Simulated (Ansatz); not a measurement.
A run of Ansatz (development build ahead of 0.2.0) on singlet CF2 at this shape:

```yaml
atoms:
  - { symbol: C, position_ang: [0.0013, 0.0215, -0.6362] }
  - { symbol: F, position_ang: [0.0176, 0.9786, 0.1847] }
  - { symbol: F, position_ang: [0.0028, -1.0591, 0.1617] }
```

Its results:

```yaml
Converged: yes
Total_energy: -233.39589 hartree
Spin_squared_of_the_determinant: 0.000
```

Q: Which input gives this output? Name the method, the orbitals and the basis set, and write the input.

A: RHF in STO-3G. An unrestricted run that stays on the closed shell gives the same numbers.

```yaml
crystal:
  periodic: [false, false, false]
  atoms:
    - { symbol: C, position_ang: [0.00132, 0.02151, -0.63619] }
    - { symbol: F, position_ang: [0.01757, 0.97863, 0.18466] }
    - { symbol: F, position_ang: [0.00284, -1.05909, 0.16173] }
basis:
  gaussian: { orbitals: STO-3G }
hamiltonian:
  xc: hf
```
